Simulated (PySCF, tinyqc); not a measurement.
Worked calculation: FCI on RHF in the sto-3g basis, frozen core, for HF, spin multiplicity 1. The lowest restricted solution is unstable here: a spin-polarised one lies 0.0040 hartree lower (PySCF). One step of it, computed by the program tinyqc.

Problem. Orthogonalisation. S = U s U^T; symmetric (Loewdin) form X = U s^(-1/2) U^T, so that X^T S X = 1.

overlap S, order 1F 1s, 1F 2s, 1F 2px, 1F 2py, 1F 2pz, 2H 1s:
```
[[1.000000, 0.237990, 0.000000, 0.000000, 0.000000, 0.021637],
 [0.237990, 1.000000, 0.000000, 0.000000, 0.000000, 0.252665],
 [0.000000, 0.000000, 1.000000, 0.000000, 0.000000, 0.000000],
 [0.000000, 0.000000, 0.000000, 1.000000, 0.000000, 0.000000],
 [0.000000, 0.000000, 0.000000, 0.000000, 1.000000, 0.223561],
 [0.021637, 0.252665, 0.000000, 0.000000, 0.223561, 1.000000]]
```

Give: eigenvalues of S; X.

Solution.

eigenvalues of S: [0.6199, 0.8534, 1.0000, 1.0000, 1.1271, 1.3996]

X, order 1F 1s, 1F 2s, 1F 2px, 1F 2py, 1F 2pz, 2H 1s:
```
[[1.0226, -0.1266, 0.0000, 0.0000, -0.0028, 0.0136],
 [-0.1266, 1.0497, 0.0000, 0.0000, 0.0237, -0.1393],
 [0.0000, 0.0000, 1.0000, 0.0000, 0.0000, 0.0000],
 [0.0000, 0.0000, 0.0000, 1.0000, 0.0000, 0.0000],
 [-0.0028, 0.0237, 0.0000, 0.0000, 1.0205, -0.1206],
 [0.0136, -0.1393, 0.0000, 0.0000, -0.1206, 1.0470]]
```
